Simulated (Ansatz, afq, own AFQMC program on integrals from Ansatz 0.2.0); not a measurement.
Where AFQMC and coupled cluster stand for ZnH2O, triplet

```xyz
4

Zn    0.0352    0.3268    3.5855
O    -0.1896    0.8251   -2.9015
H     0.3036    0.1656   -3.4013
H    -0.1492   -1.3174    2.7173
```

Connectivity, by distances: ZnH ··· OH.

Basis def2-SVP. Noble-gas cores (and the filled d shells of Ga–Kr and In–Xe) are frozen. Ansatz 0.2.0 and our own AFQMC program on the same integrals; the CISD trial comes from CCSD amplitudes, and released means the phaseless constraint is let go. Error bars are statistical, one sigma. The metal's outer-core s and p shells are frozen, which shifts wave-function levels against functionals.

Determinant: UHF, the one that the program's search chose, which needn't be the lowest solution. The geometry is a point of a scan.

No full CI on the walks' own integrals is used here; CCSDT(Q) serves as the reference and is uncertain by about the last step of the cluster series.

Cautions: no relativity below Rb; outer-core shells of the metal frozen; lower spins were not checked; higher spins were not checked.

- T1 diagnostic: 0.0133
- weight of the determinant in the CISD state: 0.888
- ⟨S²⟩ of the determinant: 2.043
- size of the correlated space: 20 electrons in 45 orbitals

Reference: CCSDT(Q), correlation energy -12.285 eV. The released energy is read at 1.50 1/Eh (meV from the phaseless value at times in 1/Eh: -4 ± 6 at 0.24, -8 ± 5 at 0.51, -7 ± 9 at 0.99, -10 ± 7 at 1.50).

| level | E − E(reference) (kcal/mol) | share of correlation (%) |
| --- | --- | --- |
| HF | 283.31 | 0.00 |
| MP2 | 8.35 | 97.05 |
| CCSD | 5.28 | 98.13 |
| CCSD(T) | -0.55 | 100.19 |
| CCSDT | -0.46 | 100.16 |
| ph-AFQMC/CISD | 0.04 ± 0.11 | 99.98 |
| released AFQMC | -0.19 ± 0.15 | 100.07 |

Released energies are given only where the last usable release times agree within the noise; a slower fall can still hide under it.
